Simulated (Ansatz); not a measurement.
## PH2, doublet: the ladder up to full CI

Geometry: MP2(full)/6-31G*, from the G2/97 set.

```yaml
atoms:
  - { symbol: P, position_ang: [0.0000, 0.0000, 0.0599] }
  - { symbol: H, position_ang: [0.0000, 1.0256, -0.9209] }
  - { symbol: H, position_ang: [0.0000, -1.0256, -0.9209] }
```

Basis 6-31G* (Cartesian d functions); Ansatz 0.2.0. Correlated methods freeze the noble-gas cores, which leaves 7 electrons in 18 orbitals. Prefix R: restricted or restricted open-shell reference; prefix U: unrestricted. Active spaces: valence = (7e, 6o) chosen from the atoms' valence shells.

Full CI is exact within this basis and frozen core; it isn't the basis-set limit. The frozen core follows each run's orbitals, which can shift R against U totals by a few meV.

For open shells CISD and CISDTQ are restricted-active-space CI with the open shells as a complete middle space.

The UHF ⟨S²⟩ is 0.763. The T1 diagnostic (RCCSD) is 0.0175, the largest doubles amplitude (RCCSD) is 0.069 and the T1 diagnostic (UCCSD) is 0.0118.

```tsv
level	E − E(full CI) (kcal/mol)	share of correlation (%)	wall time
RHF	73.29	0.00	–
UHF	70.65	3.59	–
RMP2	16.69	77.22	–
UMP2	16.78	77.11	–
CISD	4.27	94.18	0.43 s
RCCSD	1.81	97.52	–
UCCSD	1.77	97.59	–
RCCSD(T)	0.37	99.49	0.52 s
UCCSD(T)	0.37	99.49	0.44 s
BCCD(T)	0.37	99.49	0.64 s
RCCSDT	0.04	99.95	–
UCCSDT	0.03	99.95	–
CISDTQ	0.08	99.89	1.6 s
RCCSDT(Q)	0.01	99.99	3.1 s
UCCSDT(Q)	0.00	100.00	2.5 s
RCCSDTQ	0.00	100.00	17 s
UCCSDTQ	-0.01	100.01	15 s
CASSCF (valence space)	50.78	30.72	–
NEVPT2 (valence space)	12.38	83.11	0.46 s
NEVPT4(SD) (valence space)	1.46	98.01	0.67 s
MRCISD (valence space)	2.11	97.13	–
MRCISD+Q (valence space)	0.09	99.88	1.4 s
```

The correlation energy at full CI, counted from RHF, is -3.178 eV. That run took 3.9 s on 1 thread of AMD EPYC 7R13, shared host over 623,840 determinants.

Times hold each run's SCF and search for its determinant on a shared host, so for small cases they say little of a method's own cost; they ran on 1 thread of AMD EPYC 7R13.

The full-CI state has the irrep B1 of C2v, in the program's axes.

Natural occupations of full CI about the gap: 1.969 1.955 1.944 0.992 0.043 0.031 0.010 0.009 0.009 0.009; effectively unpaired electrons, Σ n²(2−n)², 1.04.

Atomization energy (electronic, same basis, no zero-point term; atoms at the same level, unrestricted beside the R rows where the molecule is a closed shell, with restricted open-shell steps beyond CCSDT(Q)) at full CI: 529.1 kJ/mol. Errors of other levels:

```tsv
level	error (kJ/mol)
RHF	-112.2
UHF	-101.7
RMP2	-24.7
UMP2	-25.1
CISD	-13.2
RCCSD	-4.2
UCCSD	-4.0
RCCSD(T)	-0.7
UCCSD(T)	-0.8
BCCD(T)	-0.7
RCCSDT	-0.1
UCCSDT	-0.1
CISDTQ	-0.3
RCCSDT(Q)	0.0
UCCSDT(Q)	0.0
RCCSDTQ	0.0
UCCSDTQ	0.0
CASSCF (valence space)	-18.0
NEVPT2 (valence space)	-7.2
NEVPT4(SD) (valence space)	-5.6
MRCISD (valence space)	-3.8
MRCISD+Q (valence space)	-3.8
```

This basis is far from its limit, so the value isn't to be set against a measured one. Truncated CI isn't size-consistent, which counts against it in atomization.
